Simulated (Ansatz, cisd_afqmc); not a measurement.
System: F2, charge 1, doublet. F2+ (parent SMILES FF, doublet).
B3LYP-D3(BJ)/def2-TZVP minimum from Ansatz (a program for electronic structure):
```
F
F 1 1.2931
```
Charge +1, spin multiplicity 2.

Total energies in cc-pVDZ, 13 correlated electrons, 2 frozen orbitals. Open shells are spin-unrestricted; no spin-orbit coupling. Correlated methods leave the cores frozen. No relativity. AFQMC is phaseless with a CISD trial state; ± is one standard error, without the phaseless bias. Outlying blocks are dropped, and bars are widened where a walk drifts. Over all cases where full CI ran beside it in this data, AFQMC minus full CI had a median of +0.1 mEh and passed +0.4 mEh in a tenth of the cases. The determinant of F2+ (parent SMILES FF, doublet) is a saddle point of the SCF energy; a lower one exists, which strains HF and MP2.

```csv
method,program,energy (Eh),minus CCSDTQ (mEh)
HF,Ansatz,-198.11268,423.43
MP2,Ansatz,-198.52564,10.48
CCSD,Ansatz,-198.52030,15.81
CCSD(T),Ansatz,-198.53289,3.23
CCSDT(Q),Ansatz,-198.53634,-0.23
CCSDTQ,Ansatz,-198.53611,0.00
AFQMC/CISD,cisd_afqmc,-198.5330 ± 0.0004,3.2 ± 0.4
```

Rough core times of Ansatz's runs on a shared machine: CCSD(T) under 20 s, CCSDT(Q) under 20 s, CCSDTQ 10 min.
